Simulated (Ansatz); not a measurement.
FHSSi (`F[Si]S`). The species carries charge 0 and has multiplicity 1.

Z-matrix (Å, degrees):
```
Si
F 1 1.616
S 1 2.154 2 99.9
H 3 1.346 1 95.0 2 0.0
```

Problem. List the harmonic frequencies (cm⁻¹, unscaled) at PBE0-D4/def2-TZVP in Ansatz. (Best estimate.)

Solution. Computed: 256, 354, 499, 625, 837, 2697.

Problem. Is this a minimum?

Solution. Yes, all 6 modes are real.

Problem. Give the ideal-gas thermochemistry at 298.15 K and 1 bar (rigid rotor, harmonic oscillator; point group Cs, symmetry number 1).

Solution. Zero-point energy 31.5 kJ/mol; H(298) − E = 44.8 kJ/mol; entropy 282.7 J/(mol·K), of which translation 163.5, rotation 102.0, vibration 17.1; G(298) − E = -39.5 kJ/mol.

Problem. Rotational constants (cm⁻¹)?

Solution. 0.6856, 0.1479, 0.1217.
